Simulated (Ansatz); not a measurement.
Species: AlCl₃, SMILES `[Cl][Al]([Cl])[Cl]` (charge 0, multiplicity 1), formula AlCl$_{3}$.

Problem. How many basis functions does frozen-core CCSD(T)/cc-pVTZ // B3LYP-D3(BJ)/def2-TZVP (Ansatz, a quantum-chemistry and plane-wave program) use, how many core orbitals are frozen, and how many electrons are correlated?

Solution. 136 basis functions and 20 frozen orbitals, which leaves 24 correlated electrons. Core time is of the order of seconds.
